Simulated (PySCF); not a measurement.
**H₄NF, a complex of two parts: interaction energy**

An exercise on one series of results from a longer session: the logs are not shown, and one member is left open.

Computed with PySCF 2.14.0; each step states its level. No surroundings beyond the atoms listed, unless a continuum is named. Atoms count from 0, parts from 1.

## The system as given

6 atoms, charge 0, multiplicity 1; geometry: GFN2-xTB. Parts: 1 = atoms 0–1, `F`, charge 0; 2 = atoms 2–5, `N`, charge 0.

Set-up of the first run:

The job: settings as JSON, then the geometry in Å.

```
{"job": {"xc": "PBE0", "basis": "def2-TZVPD", "d3": "d3bj", "grid": 3, "kind": "geom", "shake": 0.01}, "charge": 0, "multiplicity": 1, "parts": [{"atoms": "0-1", "charge": 0, "multiplicity": 1}, {"atoms": "2-5", "charge": 0, "multiplicity": 1}]}
F      0.291253    -0.158684    -0.061843
H      1.146781    -0.237078     0.346781
N      2.532103    -0.392559     0.997376
H      3.274374     0.145116     0.486555
H      2.525196    -0.061472     1.950354
H      2.823888    -1.359530     1.005817
```

Command:

```
> OMP_NUM_THREADS=1 python cluster_run.py task.json out
```

The driver reads the jobs from task.json and runs them one after another.

Among the steps run: Optimising the geometry at PBE0-D3(BJ)/def2-TZVPD; Coupled-cluster interaction energy: CCSD(T) and MP2, 1.63 Å; Coupled-cluster interaction energy: CCSD(T) and MP2, 1.71 Å; Coupled-cluster interaction energy: CCSD(T) and MP2, 1.79 Å; Coupled-cluster interaction energy: CCSD(T) and MP2, 1.55 Å; Coupled-cluster interaction energy: CCSD(T) and MP2, 2.04 Å; Coupled-cluster interaction energy: CCSD(T) and MP2, 1.47 Å; Coupled-cluster interaction energy: CCSD(T) and MP2, 2.45 Å; Coupled-cluster interaction energy: CCSD(T) and MP2, 3.26 Å.

One table of the session follows, with a row left open; its other results are not shown here.

It belongs to the step «Coupled-cluster interaction energy: CCSD(T) and MP2, 3.26 Å». 

```
                 method  interaction energy (kcal/mol)
         HF/aug-cc-pVDZ                          -3.30
        MP2/aug-cc-pVDZ                          -3.26
       CCSD/aug-cc-pVDZ                          -3.21
    CCSD(T)/aug-cc-pVDZ                          -3.21
         HF/aug-cc-pVQZ                          -3.26
        MP2/aug-cc-pVQZ                          -3.27
    SCS-MP2/aug-cc-pVQZ                          -3.21
      MP2, extrapolated                          -3.29
CCSD(T), limit estimate                              ?
```

**Question.** Estimate the row for CCSD(T), limit estimate.

The run gave: interaction energy (kcal/mol): -3.24. In the column «interaction energy (kcal/mol)» it lies between HF/aug-cc-pVQZ (-3.26) and CCSD/aug-cc-pVDZ (-3.21).
